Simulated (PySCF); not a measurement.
Compound: C₃HO₂ (charge -1).
Numbering: `[CH:1]#[C:2][C:3](=[O:4])[O-:5]` (hydrogens: H6 on C1)

Computed, not measured: PySCF 2.14.0, PBE0-D3(BJ)/def2-SVP geometry optimisation, gas phase.

Task: What internal coordinates does the optimisation give?

Result: 
```csv
bond,length (bohr),order
C1≡C2,2.306,triple
C2–C3,2.883,single
"C3=O4, C3–O5",2.342,double/single
C1–H6,2.028,single
```

Bonds in one row agree within 0.02 bohr and their mean is given. Orders are formal, as drawn. A selection of angles:
```csv
angle,degrees
C2–C1–H6,179.9
C1–C2–C3,179.8
C2–C3–O4,114.2
O4–C3–O5,131.6
```

The 5 heavy atoms lie in one plane (0.001 Å rms). The 2 C–C bonds span 1.220 Å (C1≡C2, drawn triple) to 1.526 Å (C2–C3, drawn single), a spread of 0.306 Å. C3 (carboxylate carbon) is planar (angles 131.6°, 114.2° and 114.2°, sum 360.0°, 0.00 Å off the plane of its three neighbours).

Point group: C2v (tolerance 0.08 Å). PBE0-D3(BJ)/def2-SVP frequencies: not computed here. The geometry's basis has no diffuse functions, a weakness for an anion.
